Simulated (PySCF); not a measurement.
# HPO (PHO): electronic excitations at several levels of theory

How much do the electronic excitations of HPO (PHO) (`O=P`) depend on the level of theory, and what does each level cost?

Computed with PySCF 2.14.0, with density-fitted response routines of our own, on a single molecule in the gas phase. Atoms count from 0, in the outputs and in this text.

## 1. The starting structure

3 atoms, charge 0, multiplicity 1; geometry from: GFN2-xTB.

Bonds of the start (Å): O0–P1 1.46, P1–H2 1.47.

## 2. Geometry optimisation at PBE0-D3(BJ)/def2-SVP

Job settings and geometry (Å):

```
{"job": {"xc": "PBE0", "basis": "def2-SVP", "d3": "d3bj", "grid": 1, "kind": "geom"}, "charge": 0, "multiplicity": 1}
O      1.161240    -0.280870    -0.003430
P      0.002770     0.599730    -0.026370
H     -1.141050    -0.323930     0.004700
```

Run with:

```sh
OMP_NUM_THREADS=1 python probes_run.py task.json out
```

This one command runs all jobs of the session in turn.

What it wrote:

```text
step   0  E = -416.75619402  max force = 0.044791
step   1  E = -416.75801757  max force = 0.010267
step   2  E = -416.75822785  max force = 0.003213
step   3  E = -416.75825058  max force = 0.000149
step   4  E = -416.75825087  max force = 0.000058
optimisation converged
```

It took 3.2 s on 1 thread of Arm Neoverse N1, shared host; peak memory 0.23 GiB.

The steps of the relaxation:

```csv
step,energy from step 0 (eV),largest force component (eV/Å)
0,0.0000,2.3032
1,-0.0496,0.5280
2,-0.0553,0.1652
3,-0.0560,0.0077
4,-0.0560,0.0030
```

Distances of close pairs at the start and the end, largest changes first:

```
 bond  before (Å)  after (Å)  change (Å)
O0–P1       1.455      1.495      +0.040
P1–H2       1.471      1.478      +0.007
```

The next job starts from the end point, and lists it.

| at the end point | value |
| --- | --- |
| point group (found at 0.08 Å tolerance) | Cs |
| rotational constants (GHz, main isotopes) | 260.1, 20.681, 19.158 |
| dipole moment (D) | 2.25 |

## 3. TDDFT and polarisability: PBE0/aug-cc-pVDZ

Job settings and geometry (Å):

```
{"job": {"kind": "uv", "xc": "PBE0", "basis": "aug-cc-pVDZ"}, "charge": 0, "multiplicity": 1}
O      1.192176    -0.293743    -0.001135
P     -0.004908     0.602175    -0.026732
H     -1.164309    -0.313501     0.002767
```

Level: TDDFT PBE0/aug-cc-pVDZ, vertical, gas phase, core orbitals frozen in the response.

What it wrote:

```text
coarse grid: 3336 points
cycle   1  E = -416.7791506966  dE =  2.473e-01  |g| = 8.210e-01  |ddm| = 3.143e+00
cycle   2  E = -415.4933312229  dE =  1.286e+00  |g| = 2.410e+00  |ddm| = 3.596e+00
cycle   3  E = -416.9325003180  dE = -1.439e+00  |g| = 5.012e-02  |ddm| = 2.714e+00
cycle   4  E = -416.9330362278  dE = -5.359e-04  |g| = 4.095e-02  |ddm| = 1.749e-01
cycle   5  E = -416.9334577463  dE = -4.215e-04  |g| = 1.242e-02  |ddm| = 5.162e-02
cycle   6  E = -416.9334910121  dE = -3.327e-05  |g| = 3.748e-03  |ddm| = 1.705e-02
cycle   7  E = -416.9334939727  dE = -2.961e-06  |g| = 6.668e-04  |ddm| = 4.065e-03
final grid: 28512 points
cycle   8  E = -416.9388846552  dE =  2.379e-06  |g| = 6.152e-03  |ddm| = 2.630e-02
cycle   9  E = -416.9388459723  dE =  3.868e-05  |g| = 1.493e-02  |ddm| = 2.181e-02
cycle  10  E = -416.9388921658  dE = -4.619e-05  |g| = 6.420e-04  |ddm| = 1.626e-02
cycle  11  E = -416.9388922828  dE = -1.170e-07  |g| = 5.268e-05  |ddm| = 1.631e-03
cycle  12  E = -416.9388922836  dE = -8.043e-10  |g| = 8.403e-06  |ddm| = 1.020e-04
converged SCF energy = -416.9388922836

Static polarisability (au): isotropic 28.221, principal 22.179 28.727 33.756

Singlet excitations
state   eV       nm        f      main configurations
  1   2.3180    534.9   0.00277   H->L 0.99
  2   5.3991    229.6   0.00839   H-1->L 0.98
  3   6.0283    205.7   0.01168   H->L+1 0.61, H->L+2 0.32
  4   6.4473    192.3   0.11119   H->L+2 0.67, H->L+1 0.30
  5   6.6819    185.6   0.00000   H-3->L 0.99
  6   6.9420    178.6   0.08096   H-2->L 0.80
  7   7.8826    157.3   0.03279   H->L+3 0.98
  8   7.9416    156.1   0.00458   H->L+4 0.99
  9   8.5993    144.2   0.07781   H->L+5 0.84
 10   9.0724    136.7   0.00783   H->L+6 0.71, H->L+7 0.25

Triplet excitations (Tamm-Dancoff, eV): 1.4084 3.9887 4.4242 5.3366
```

It took 2.2 s on 1 thread of Arm Neoverse N1, shared host; peak memory 0.27 GiB.

The orbitals next to the gap, with their largest atomic shares:

| orbital | eV | atoms |
| --- | --- | --- |
| HOMO−3 | -12.14 | O0 59 %, P1 27 %, H2 14 % |
| HOMO−2 | -10.85 | O0 70 %, P1 29 % |
| HOMO−1 | -10.78 | O0 64 %, P1 34 % |
| HOMO | -7.58 | P1 46 %, O0 38 %, H2 16 % |
| LUMO | -3.40 | P1 69 %, O0 26 %, H2 5 % |
| LUMO+1 | -0.10 | H2 56 %, P1 39 %, O0 5 % |
| LUMO+2 | 0.10 | P1 66 %, H2 28 %, O0 6 % |

With each of the 10 states as a Gaussian band of 0.4 eV half-width at 1/e, the curve within the window shown has maxima at 535 nm (ε 110), 189 nm (ε 5,600), 144 nm (ε 3,300) L/(mol cm). Beyond the last state computed it falls off for lack of states. The curve at chosen wavelengths:

nm, ε (L/mol/cm) and a bar:
```
      132        256 ##
      156       1696 ############
      179       4416 ##############################
      203       2622 ##################
      226        411 ###
      250         99 #
      273          3 
      297          0 
      320          0 
      344          0 
      368          0 
      391          1 
      415          7 
      438         22 
      462         49 
      485         79 #
      509        103 #
      533        112 #
      556        107 #
      580         91 #
      603         73 
      627         54 
      650         39 
      674         27 
      697         18 
      721         12
```

Further results of this job:

```csv
property,computed
dipole moment (D),2.29
polarisability (Å³),4.18
HOMO–LUMO gap (eV),4.18
−ε(HOMO) (eV),7.58
```

## 4. TDDFT and polarisability: PBE0/aug-cc-pVTZ

Job settings and geometry (Å):

```
{"job": {"kind": "uv", "xc": "PBE0", "basis": "aug-cc-pVTZ"}, "charge": 0, "multiplicity": 1}
O      1.192176    -0.293743    -0.001135
P     -0.004908     0.602175    -0.026732
H     -1.164309    -0.313501     0.002767
```

Method: TDDFT PBE0/aug-cc-pVTZ, vertical, gas phase, core orbitals frozen in the response.

What it wrote:

```text
coarse grid: 3336 points
cycle   1  E = -416.8144894833  dE =  2.351e-01  |g| = 8.763e-01  |ddm| = 2.812e+00
cycle   2  E = -415.4181555129  dE =  1.396e+00  |g| = 2.538e+00  |ddm| = 2.957e+00
cycle   3  E = -416.9760359914  dE = -1.558e+00  |g| = 6.571e-02  |ddm| = 2.249e+00
cycle   4  E = -416.9770241832  dE = -9.882e-04  |g| = 5.053e-02  |ddm| = 1.748e-01
cycle   5  E = -416.9776272075  dE = -6.030e-04  |g| = 1.456e-02  |ddm| = 4.922e-02
cycle   6  E = -416.9776705699  dE = -4.336e-05  |g| = 4.100e-03  |ddm| = 1.297e-02
cycle   7  E = -416.9776739833  dE = -3.413e-06  |g| = 6.510e-04  |ddm| = 4.000e-03
final grid: 28512 points
cycle   8  E = -416.9799716398  dE = -9.527e-07  |g| = 7.815e-03  |ddm| = 2.595e-02
cycle   9  E = -416.9799188040  dE =  5.284e-05  |g| = 1.820e-02  |ddm| = 2.374e-02
cycle  10  E = -416.9799821259  dE = -6.332e-05  |g| = 1.266e-03  |ddm| = 1.747e-02
cycle  11  E = -416.9799824763  dE = -3.504e-07  |g| = 1.058e-04  |ddm| = 1.502e-03
cycle  12  E = -416.9799824791  dE = -2.785e-09  |g| = 1.493e-05  |ddm| = 1.460e-04
cycle  13  E = -416.9799824791  dE = -6.895e-11  |g| = 2.087e-06  |ddm| = 2.742e-05
converged SCF energy = -416.9799824791

Static polarisability (au): isotropic 28.771, principal 23.101 29.232 33.980

Singlet excitations
state   eV       nm        f      main configurations
  1   2.3577    525.9   0.00287   H->L 0.99
  2   5.3543    231.6   0.00796   H-1->L 0.98
  3   5.9596    208.0   0.00887   H->L+1 0.67, H->L+2 0.25
  4   6.4650    191.8   0.10117   H->L+2 0.73, H->L+1 0.22
  5   6.6078    187.6   0.00000   H-3->L 0.99
  6   6.8311    181.5   0.07440   H-2->L 0.78, H->L+1 0.09
  7   7.7672    159.6   0.02646   H->L+3 0.98
  8   7.8354    158.2   0.00399   H->L+4 0.99
  9   8.2298    150.7   0.10511   H->L+5 0.88
 10   8.6864    142.7   0.00255   H->L+6 0.97

Triplet excitations (Tamm-Dancoff, eV): 1.4377 3.9542 4.4055 5.2553
```

Wall time 4.2 s (1 thread of Arm Neoverse N1, shared host); peak memory 0.35 GiB.

In short: HOMO -7.64 eV, LUMO -3.41 eV; lowest singlet 2.36 eV.

## 5. Ultraviolet spectrum: PBE0/def2-TZVPD

Job settings and geometry (Å):

```
{"job": {"kind": "uv", "xc": "PBE0", "basis": "def2-TZVPD"}, "charge": 0, "multiplicity": 1}
O      1.192176    -0.293743    -0.001135
P     -0.004908     0.602175    -0.026732
H     -1.164309    -0.313501     0.002767
```

Level: TDDFT PBE0/def2-TZVPD, vertical, gas phase, core orbitals frozen in the response.

What it wrote:

```text
coarse grid: 3336 points
cycle   1  E = -416.8181800016  dE =  2.281e-01  |g| = 8.800e-01  |ddm| = 1.401e+00
cycle   2  E = -415.4241482777  dE =  1.394e+00  |g| = 2.541e+00  |ddm| = 1.677e+00
cycle   3  E = -416.9797650093  dE = -1.556e+00  |g| = 6.885e-02  |ddm| = 1.318e+00
cycle   4  E = -416.9808702263  dE = -1.105e-03  |g| = 4.901e-02  |ddm| = 1.118e-01
cycle   5  E = -416.9814169320  dE = -5.467e-04  |g| = 1.400e-02  |ddm| = 2.778e-02
cycle   6  E = -416.9814566021  dE = -3.967e-05  |g| = 3.893e-03  |ddm| = 8.324e-03
cycle   7  E = -416.9814596932  dE = -3.091e-06  |g| = 6.881e-04  |ddm| = 2.178e-03
final grid: 28512 points
cycle   8  E = -416.9826880870  dE = -2.486e-07  |g| = 7.453e-03  |ddm| = 1.471e-02
cycle   9  E = -416.9826404658  dE =  4.762e-05  |g| = 1.723e-02  |ddm| = 1.106e-02
cycle  10  E = -416.9826975913  dE = -5.713e-05  |g| = 1.296e-03  |ddm| = 8.386e-03
cycle  11  E = -416.9826979113  dE = -3.199e-07  |g| = 9.818e-05  |ddm| = 9.927e-04
cycle  12  E = -416.9826979136  dE = -2.314e-09  |g| = 1.728e-05  |ddm| = 8.358e-05
cycle  13  E = -416.9826979137  dE = -8.055e-11  |g| = 1.718e-06  |ddm| = 1.701e-05
converged SCF energy = -416.9826979137

Static polarisability (au): isotropic 28.609, principal 23.072 29.062 33.692

Singlet excitations
state   eV       nm        f      main configurations
  1   2.3827    520.4   0.00295   H->L 0.99
  2   5.3585    231.4   0.00790   H-1->L 0.98
  3   6.0027    206.5   0.00856   H->L+1 0.87
  4   6.6038    187.7   0.00000   H-3->L 0.99
  5   6.7368    184.0   0.09518   H-2->L 0.50, H->L+2 0.44
  6   6.9464    178.5   0.10462   H->L+2 0.51, H-2->L 0.31, H->L+1 0.10
  7   8.2483    150.3   0.08183   H->L+3 0.89
  8   8.6835    142.8   0.04027   H->L+4 0.97
  9   8.8015    140.9   0.00047   H->L+5 0.93
 10   8.9582    138.4   0.02463   H->L+7 0.80, H-2->L+1 0.12

Triplet excitations (Tamm-Dancoff, eV): 1.4516 3.9667 4.4099 5.2370
```

Run time: 3.2 s. Hardware: 1 thread of Arm Neoverse N1, shared host; peak memory 0.35 GiB.

This run: HOMO -7.65 eV, LUMO -3.40 eV; lowest singlet 2.38 eV.

## 6. TDDFT and polarisability: PBE0/6-31+G*

Job settings and geometry (Å):

```
{"job": {"kind": "uv", "xc": "PBE0", "basis": "6-31+G*"}, "charge": 0, "multiplicity": 1}
O      1.192176    -0.293743    -0.001135
P     -0.004908     0.602175    -0.026732
H     -1.164309    -0.313501     0.002767
```

With the program's defaults for keys left out, this is: TDDFT PBE0/6-31+G*, vertical, gas phase, core orbitals frozen in the response.

What it wrote:

```text
coarse grid: 3336 points
cycle   1  E = -416.7834362371  dE =  2.363e-01  |g| = 8.105e-01  |ddm| = 2.007e+00
cycle   2  E = -415.5293382811  dE =  1.254e+00  |g| = 2.378e+00  |ddm| = 3.037e+00
cycle   3  E = -416.9349122119  dE = -1.406e+00  |g| = 4.569e-02  |ddm| = 2.545e+00
cycle   4  E = -416.9353279876  dE = -4.158e-04  |g| = 3.762e-02  |ddm| = 1.108e-01
cycle   5  E = -416.9356680407  dE = -3.401e-04  |g| = 1.171e-02  |ddm| = 4.288e-02
cycle   6  E = -416.9356972661  dE = -2.923e-05  |g| = 3.628e-03  |ddm| = 9.865e-03
cycle   7  E = -416.9357000905  dE = -2.824e-06  |g| = 5.514e-04  |ddm| = 3.294e-03
final grid: 28512 points
cycle   8  E = -416.9103016196  dE =  1.442e-06  |g| = 5.773e-03  |ddm| = 1.210e-02
cycle   9  E = -416.9102687972  dE =  3.282e-05  |g| = 1.377e-02  |ddm| = 1.437e-02
cycle  10  E = -416.9103083590  dE = -3.956e-05  |g| = 7.121e-04  |ddm| = 1.038e-02
cycle  11  E = -416.9103085074  dE = -1.484e-07  |g| = 5.195e-05  |ddm| = 1.059e-03
cycle  12  E = -416.9103085082  dE = -7.954e-10  |g| = 7.701e-06  |ddm| = 9.150e-05
converged SCF energy = -416.9103085082

Static polarisability (au): isotropic 23.925, principal 16.234 23.959 31.581

Singlet excitations
state   eV       nm        f      main configurations
  1   2.3623    524.8   0.00425   H->L 0.99
  2   5.4003    229.6   0.01161   H-1->L 0.98
  3   6.0564    204.7   0.01037   H->L+1 0.89
  4   6.6742    185.8   0.11793   H->L+2 0.93
  5   6.6818    185.6   0.00045   H-3->L 0.99
  6   7.0356    176.2   0.09996   H-2->L 0.75
  7   7.9531    155.9   0.03023   H->L+3 0.99
  8   7.9938    155.1   0.00450   H->L+4 1.00
  9   8.9558    138.4   0.03402   H->L+5 0.60, H-1->L+1 0.29
 10   9.2241    134.4   0.05711   H-2->L+1 0.98

Triplet excitations (Tamm-Dancoff, eV): 1.4568 3.9475 4.4156 5.3746
```

Wall time 1.6 s (1 thread of Arm Neoverse N1, shared host); peak memory 0.35 GiB.

In short: HOMO -7.63 eV, LUMO -3.41 eV; lowest singlet 2.36 eV.

## 7. Run by run: electronic excitations

Excitations and ground-state properties, with basis size and wall time:

```
             run  lowest singlet (eV)  brightest (eV)      f  gap (eV)  α (Å³)  μ (D)  functions   time
PBE0/aug-cc-pVDZ                 2.32            6.45  0.111      4.18    4.18   2.29         59  2.2 s
PBE0/aug-cc-pVTZ                 2.36            8.23  0.105      4.23    4.26   2.33        119  4.2 s
 PBE0/def2-TZVPD                 2.38            6.95  0.105      4.25    4.24   2.34         92  3.2 s
    PBE0/6-31+G*                 2.36            6.67  0.118      4.22    3.55   2.52         42  1.6 s
```

## 8. Summary of results

| quantity | value |
| --- | --- |
| point group | Cs |
| rotational constants (main isotopes) | 260.13, 20.68, 19.16 GHz |
| lowest singlet (PBE0/aug-cc-pVDZ) | 2.32 eV (535 nm), f = 0.003 |
| brightest single state of those computed | state 4, 6.45 eV, f = 0.111 |
| lowest triplet | 1.41 eV |
| range of the lowest singlet | 2.32 to 2.38 eV |

**Reading.** Single values in the summary come from the first run of each kind that ended normally (PBE0/aug-cc-pVDZ), which need not be the best level. The optimisation took 4 steps and gained 0.056 eV; among the close pairs (by a distance rule), O0–P1 changed most, from 1.455 to 1.495 Å. No frequency check was run at this level, so the end point may be a saddle. The first singlet state (HOMO→LUMO 0.99) lies at 2.32 eV and is weak; of the 10 states computed, the strongest absorption comes from state 4 at 6.45 eV. The lowest triplet lies 0.91 eV below the lowest singlet (triplets in Tamm-Dancoff, singlets in full TDDFT). The lowest singlet runs from 2.32 eV (PBE0/aug-cc-pVDZ) to 2.38 eV (PBE0/def2-TZVPD), while the orbital gap spans 4.18 to 4.25 eV. The lowest state need not be the same one in every run. The runs solved for a few states only, so the brightest column depends on that window.
